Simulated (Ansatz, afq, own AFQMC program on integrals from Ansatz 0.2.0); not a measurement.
**CHB, triplet in 6-31G along one coordinate**

```json
{"atom": "B", "x (Å)": "0.0000", "y (Å)": "0.0000", "z (Å)": "1.2592"}
{"atom": "C", "x (Å)": "0.0000", "y (Å)": "0.0000", "z (Å)": "-0.0942"}
{"atom": "H", "x (Å)": "0.0000", "y (Å)": "0.0000", "z (Å)": "-1.1650"}
```

The B1–C2 distance is changed with both sides rigid. Energies in kcal/mol count from this geometry (1.353 Å) at the same level; the start stands on UHF, each point on the determinant named.

Basis 6-31G. Only valence electrons are correlated. Integrals, coupled cluster, full CI and functionals: Ansatz 0.2.0; the random walks run on the same integrals in our own AFQMC program. The CISD trial takes its coefficients from CCSD amplitudes. Released means that phaseless walkers are propagated on without the constraint, phases kept. Error bars are statistical, one sigma.

Cautions, each for one point or more: an unrestricted solution with more broken spin lies lower; an unrestricted solution with more broken spin lies lower, while this determinant keeps restricted orbitals; cluster runs in doubt by the program's own checks; lower spins were not checked; strong correlation; the determinant is a saddle point among determinants of its kind; the next higher spin lies close; unrestricted determinant slightly spin contaminated; unrestricted determinant spin contaminated.

```csv
r(B1–C2) / Å,det.,T1,weight,⟨S²⟩,CCSD(T),ph-AFQMC/CISD,FCI,CCSDT(Q),B3LYP,CCSD
1.086,UHF,0.014,0.94,2.02,95.4,95.7 ± 0.09,95.9,95.9,86.4,94.4
1.658,UHF†,0.021,0.90,2.03,19.4,19.5 ± 0.1,19.5,19.6,24.1,18.8
2.126,UHF†,0.051,0.84,2.19,53.1,53.2 ± 0.1,52.6,52.5,62.3,52.8
2.964,UHF†,0.060,0.79,2.88,103.9,103.5 ± 0.1,102.4,102.1,117.6,103.2
4.500,UHF,0.006,0.90,2.00,117.3,117.8 ± 0.09,117.8,117.9,143.6§,115.5
```

Weight is that of the determinant in the CISD state; at the start T1 is 0.035 and the weight 0.90, and ⟨S²⟩ is 2.09. A dagger marks points whose determinant fills other symmetries than the start's, so the wave-function levels may follow another state there, or a degenerate partner. Symmetry can't show for every point that it stays on the start's state. § marks a functional whose ⟨S²⟩ is too high by over 0.1. Largest departures from full CI: CCSD(T) 1.6 kcal/mol at 2.964 (on UHF), ph-AFQMC/CISD 1.1 kcal/mol at 2.964 (on UHF), CCSDT(Q) -0.2 kcal/mol at 2.964 (on UHF), CCSD -2.3 kcal/mol at 4.500 (on UHF). The functionals aren't scored here. In this small basis the wave-function levels are far from their limit, so their gap to the functionals isn't the functionals' error.

Some points may be missing: those where a free walk finds a much lower state, and past Zn most of those on another determinant than at the start.

CCSDT and higher add their correlation energy to the determinant of the CCSD(T) run, since their own runs factorise the integrals more tightly (a shift of under 2 meV). A walk keeps the symmetry of its determinant, which the program's search chose and which needn't be the lowest solution, so a lower state of the same spin and another symmetry isn't excluded.
